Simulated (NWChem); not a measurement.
hydrogen peroxide (H2O2); SMILES OO

All runs: NWChem. Pople sets run with spherical d functions. Each level has its own optimisation. Computed dipoles belong to the equilibrium geometry; the measured one is vibrationally averaged.

Measured dipole moment: 1.77 D (NIST CCCBDB, as tabulated in the package chemicals).

Q: Which of these levels lies farthest from the measured value, and how do the others fare: B3LYP/6-31G*; PBE/def2-SVP; Hartree-Fock/STO-3G; Hartree-Fock/6-31G*?

A: Hartree-Fock/STO-3G.
```csv
level,dipole moment (D),computed − measured
Hartree-Fock/6-31G*,1.92,+0.15
PBE/def2-SVP,1.74,-0.03
Hartree-Fock/STO-3G,1.44,-0.33
B3LYP/6-31G*,1.82,+0.05
```
